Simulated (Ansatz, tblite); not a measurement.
**The cluster AsSe₂: one state, many levels**

An exercise on one series of results from a longer session: the logs are not shown, and one member is left open.

Computed with Ansatz 0.2.0, Gaussian basis. Level: as each input shows.

Levels to be run: GFN1-xTB, GFN2-xTB, PBE-D4/def2-TZVP, r2SCAN-D4/def2-TZVP, BLYP-D4/def2-TZVP, CAM-B3LYP-D4/def2-TZVP, revPBE-D4/def2-TZVP, r2SCAN0-D4/def2-TZVP, B3LYP-D4/def2-TZVP, PBE-D4/def2-SVP, PBE0-D4/def2-SVP, PBE0-D4/def2-TZVPD, PBE-D4/def2-TZVPD, r2SCAN-D4/def2-TZVPD, CCSD(T)/def2-SVP, MP2/def2-TZVP, RPA/def2-TZVP.

## The structure

The doublet was relaxed beforehand with PBE0-D4/def2-TZVP. At that level it is the lowest of the isomers that a small search found.

3 atoms, charge 0, spin multiplicity 2.

Bond lengths: As1–Se2 2.342 Å, As1–Se3 2.342 Å, Se2–Se3 2.381 Å. Angles: Se2–As1–Se3 61.1°, As1–Se2–Se3 59.4°, As1–Se3–Se2 59.4°.

Coordinates:

| atom | x (Å) | y (Å) | z (Å) |
| --- | --- | --- | --- |
| As1 | 0.2977 | 1.0728 | 0.7536 |
| Se2 | -1.0537 | 0.0606 | -0.8692 |
| Se3 | 0.7560 | -1.1334 | 0.1156 |

PBE0-D4/def2-TZVP was run before; its log isn't repeated, and its numbers join the tables.

The first run:

Tight binding, by tblite at 300 K electronic temperature and without a spin-polarisation term:

```python
tblite.interface.Calculator('GFN1-xTB', numbers, positions, charge=0, uhf=1).singlepoint()
```

Tight binding, by tblite at 300 K electronic temperature and without a spin-polarisation term:

```python
tblite.interface.Calculator('GFN2-xTB', numbers, positions, charge=0, uhf=1).singlepoint()
```

start.molden holds the orbitals of an earlier run on this state, given as this run's starting guess.

in.yaml reads:

```yaml
crystal:
  periodic: [false, false, false]
  atoms:
    - {symbol: As, position_ang: [0.297695, 1.072840, 0.753627]}
    - {symbol: Se, position_ang: [-1.053657, 0.060570, -0.869202]}
    - {symbol: Se, position_ang: [0.755962, -1.133410, 0.115576]}
basis:
  gaussian: {orbitals: def2-TZVP, initial_orbitals: start.molden}
magnetization: {spin_polarized: true, initial_magnetization: 1}
hamiltonian: {xc: pbe, dispersion: d4}
scf: {omitted_lower_state_checks: [starts]}
output: {orbitals: {seedname: orbitals}}
```

Run with:

```
> ansatz run in.yaml --threads 4 --pin off --events-out ev --progress --plain --max-ram 3916MiB
```

Among the steps run: PBE-D4/def2-TZVP; r2SCAN-D4/def2-TZVP; BLYP-D4/def2-TZVP; CAM-B3LYP-D4/def2-TZVP; revPBE-D4/def2-TZVP; r2SCAN0-D4/def2-TZVP; B3LYP-D4/def2-TZVP; PBE-D4/def2-SVP; PBE0-D4/def2-SVP; PBE0-D4/def2-TZVPD; PBE-D4/def2-TZVPD; r2SCAN-D4/def2-TZVPD; CCSD(T)/def2-SVP; MP2/def2-TZVP; RPA/def2-TZVP.

One table of the session follows, with a row left open; its other results are not shown here.

It belongs to the step «Levels side by side». 

```
                 level  HOMO (eV)  LUMO (eV)  gap (eV)
       PBE-D4/def2-SVP      -4.80      -3.73      1.07
      PBE-D4/def2-TZVP          ?          ?         ?
     PBE-D4/def2-TZVPD      -4.96      -3.89      1.07
   revPBE-D4/def2-TZVP      -4.87      -3.71      1.16
     BLYP-D4/def2-TZVP      -4.66      -3.76      0.90
   r2SCAN-D4/def2-TZVP      -5.28      -3.60      1.69
  r2SCAN-D4/def2-TZVPD      -5.32      -3.64      1.68
    B3LYP-D4/def2-TZVP      -5.77      -3.31      2.47
      PBE0-D4/def2-SVP      -6.05      -2.97      3.08
     PBE0-D4/def2-TZVP      -6.10      -3.01      3.08
    PBE0-D4/def2-TZVPD      -6.14      -3.08      3.06
  r2SCAN0-D4/def2-TZVP      -6.33      -2.82      3.51
CAM-B3LYP-D4/def2-TZVP      -7.30      -2.04      5.26
```

Estimate the missing values for PBE-D4/def2-TZVP.

As computed: HOMO (eV): -4.90; LUMO (eV): -3.82; gap (eV): 1.08. In the column «HOMO (eV)» it lies between PBE-D4/def2-TZVPD (-4.96) and revPBE-D4/def2-TZVP (-4.87).
